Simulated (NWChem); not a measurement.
All runs are NWChem calculations. System: P, charge 0, spin multiplicity 4. Its SCF solution wasn't tested for a lower state.

Job file:

```
start mol
memory heap 100 mb stack 700 mb global 1900 mb
geometry units angstroms nocenter noautoz
  P      0.000000     0.000000     0.000000
  symmetry group D2h
end
basis spherical
  * library sto-3g
end
scf
  rohf
  nopen 3
  maxiter 100
  thresh 1e-7
  semidirect memsize 60000000 filesize 0
  # guess.movecs holds the orbitals of an unrestricted PBE0 run
  vectors input guess.movecs output mol.movecs
end
tce
  freeze core 5
  ccsdt
  2eorb
  2emet 13
  thresh 1e-6
  maxiter 100
  tilesize 24
end
task tce energy
```

The output up to the point where the run's verdict is printed (cleaned and shortened):

```
             Northwest Computational Chemistry Package (NWChem) 7.3.0
             --------------------------------------------------------

                                NWChem Input Module
                                -------------------

 Scaling coordinates for geometry "geometry" by  1.889725989
 (inverse scale =  0.529177249)

                             Geometry "geometry" -> ""
                             -------------------------

 Output coordinates in angstroms (scale by  1.889725989 to convert to a.u.)

  No.       Tag          Charge          X              Y              Z
 ---- ---------------- ---------- -------------- -------------- --------------
    1 P                   15.0000     0.00000000     0.00000000     0.00000000

 Effective nuclear repulsion energy (a.u.)       0.0000000000

            Nuclear Dipole moment (a.u.)
            ----------------------------
        X                 Y               Z
 ---------------- ---------------- ----------------
     0.0000000000     0.0000000000     0.0000000000

      Symmetry information
      --------------------

 Group name             D2h
 Group number             26
 Group order               8
 No. of unique centers     1

      Symmetry unique atoms

     1


 Summary of "ao basis" -> "" (spherical)
 ------------------------------------------------------------------------------
       Tag                 Description            Shells   Functions and Types
 ---------------- ------------------------------  ------  ---------------------
 *                           sto-3g                   on all atoms

 Summary of "ao basis" -> "ao basis" (spherical)
 ------------------------------------------------------------------------------
       Tag                 Description            Shells   Functions and Types
 ---------------- ------------------------------  ------  ---------------------
 P                           sto-3g                  5        9   3s2p

                                 NWChem SCF Module
                                 -----------------

  ao basis        = "ao basis"
  functions       =     9
  atoms           =     1
  closed shells   =     6
  open shells     =     3
  charge          =   0.00
  wavefunction    = ROHF
  use symmetry    = T
  symmetry adapt  = T

 Summary of "ao basis" -> "ao basis" (spherical)
 ------------------------------------------------------------------------------
       Tag                 Description            Shells   Functions and Types
 ---------------- ------------------------------  ------  ---------------------
 P                           sto-3g                  5        9   3s2p

      Symmetry analysis of basis
      --------------------------

        ag          3
        au          0
        b1g         0
        b1u         2
        b2g         0
        b2u         2
        b3g         0
        b3u         2

 Forming initial guess at       0.0s

      Symmetry analysis of molecular orbitals - initial
      -------------------------------------------------

  Numbering of irreducible representations:

     1 ag          2 au          3 b1g         4 b1u         5 b2g
     6 b2u         7 b3g         8 b3u

  Orbital symmetries:

     1 ag          2 ag          3 b1u         4 b3u         5 b2u
     6 ag          7 b3u         8 b1u         9 b2u

 Starting SCF solution at       0.0s

 ----------------------------------------------
         Quadratically convergent ROHF

 Convergence threshold     :          1.000E-07
 Maximum no. of iterations :          100
 Final Fock-matrix accuracy:          1.000E-09
 ----------------------------------------------

              iter       energy          gnorm     gmax       time
             ----- ------------------- --------- --------- --------
                 1     -336.8678865344  1.29D-01  7.47D-02      0.1
```

The program stopped with an error. NWChem stopped with the message: rohf_hessv_xx: pflg invalid.
